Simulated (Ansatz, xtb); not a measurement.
**C4H4O: which of two isomers lies lower**

Structure I is `c1ccoc1`, a singlet and structure II is `C=CC=C=O`, a singlet. Both are isolated molecules in the gas phase, relaxed with PBE-D3(BJ)/def2-SVP, each in the lowest conformer that the search found.

Estimate which is lower in electronic energy at CCSD(T)/def2-SVP + ΔMP2/def2-TZVPP, and by roughly how much.

The CCSD(T)/def2-SVP + ΔMP2/def2-TZVPP calculation puts structure I lower, by 0.699 eV.

The same difference at several levels:

```tsv
level	geometry	E(II) − E(I) (eV)	departure from the last row (eV)	job, with rough time for the two
GFN2-xTB	GFN2-xTB	+1.332	+0.633	optimisation, 0.39 s
HF/STO-3G	GFN2-xTB	+2.148	+1.449	single point, 1.2 s
r2SCAN-D4/def2-SVP	GFN2-xTB	+0.749	+0.050	single point, 9.6 s
PBE-D3(BJ)/def2-SVP	PBE-D3(BJ)/def2-SVP	+0.704	+0.005	optimisation, 69 s
HF/def2-SVP	PBE-D3(BJ)/def2-SVP	+0.545	−0.154	part of the CCSD(T) run
MP2/def2-SVP	PBE-D3(BJ)/def2-SVP	+0.738	+0.039	part of the CCSD(T) run
CCSD(T)/def2-SVP	PBE-D3(BJ)/def2-SVP	+0.640	−0.059	single point
CCSD(T)/def2-SVP + ΔMP2/def2-TZVPP	PBE-D3(BJ)/def2-SVP	+0.699		single point, 87 s
```

As drawn, II has 2 C=C, 1 C–C, 1 C=O in place of 3 C∷C, 2 C∷O (∷ is an aromatic bond). Structure I has a 5-membered ring (with an aromatic ring), II no ring.

None of the levels shown reverses the order. The largest departure from CCSD(T)/def2-SVP + ΔMP2/def2-TZVPP is that of HF/STO-3G, 1.449 eV. The last row adds to CCSD(T) the change of the MP2 difference between the two basis sets, here +0.059 eV.

With harmonic frequencies from PBE-D3(BJ)/def2-SVP (ideal gas, rigid rotor, one conformer each, 298.15 K, 1 atm): the zero-point term adds −0.106 eV; ΔH is +0.636 and ΔG +0.526 eV.

The correlated steps freeze 5 core orbitals. Programs: Ansatz 0.2.0, xtb 6.7.1; the last row on 1 thread of AMD EPYC (Zen 3) on a shared host.
